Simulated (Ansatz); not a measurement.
Two isomers of CH5OSi: A = `CO[SiH2]`•, B = `C[SiH]O`•.

Computed with Ansatz on PBE0-D4/def2-TZVP structures; ΔE is electronic, products minus reactants. CCSD(T)/CBS is the MP2 limit (def2-TZVPP, def2-QZVPP) plus CCSD(T) − MP2 in def2-TZVPP, frozen cores. Functionals use def2-TZVPP. B3LYP here is the variant with VWN-RPA as its local correlation; programs differ in this. No spin–orbit coupling; open shells (•) take unrestricted orbitals. Each species was taken in one conformer, which may not be the lowest.

A:

```xyz
8

C    -0.082   -0.983    0.642
O    -0.637    0.242    0.221
Si   -0.114    1.081   -1.094
H    -0.407   -1.170    1.666
H     1.014   -0.959    0.622
H    -0.427   -1.808    0.010
H    -0.728    2.433   -0.986
H     1.382    1.164   -1.082
```

B:

```xyz
8

C    -0.080    1.079    0.392
Si   -0.464   -0.499   -0.523
O     0.241   -1.723    0.345
H    -0.517    1.068    1.392
H    -0.478    1.939   -0.150
H     1.003    1.201    0.491
H     0.096   -0.463   -1.915
H     0.200   -2.603   -0.033
```

Task: Which is lower in electronic energy at CCSD(T)/CBS, and by how much? (Best estimate.)

Result: Ansatz gave: B, by 24.2 kcal/mol.

Task: Give E(B) − E(A) in kcal/mol with MP2/def2-TZVPP, B2PLYP, CCSD/def2-TZVPP, LDA (SPW92), CCSD(T)/def2-TZVPP, B3LYP, B3LYP-D4. (An estimate is asked.)

Result: The calculation gave: MP2/def2-TZVPP -24.9, B2PLYP -22.9, CCSD/def2-TZVPP -23.0, LDA (SPW92) -23.6, CCSD(T)/def2-TZVPP -23.2, B3LYP -22.1, B3LYP-D4 -22.1. None reverses the order clearly.

Task: Does the order hold for the free energy at 298.15 K (harmonic terms from PBE0-D4)? (Best estimate.)

Result: The calculation gave: Yes: G(B) − G(A) = -23.6 kcal/mol, for one conformer each.

Largest T1 diagnostic: 0.015.

In def2-TZVPP, CCSD(T) changes the Hartree–Fock value by −2.8 kcal/mol (the triples alone add −0.2 kcal/mol) and MP2 by −4.5 kcal/mol. Leaving LDA and LC-ωPBE aside and taking each functional with its dispersion term where it has one, the values, not all of them listed here, spread over 3.0 kcal/mol, from r2SCAN0-D4 to BLYP-D4.
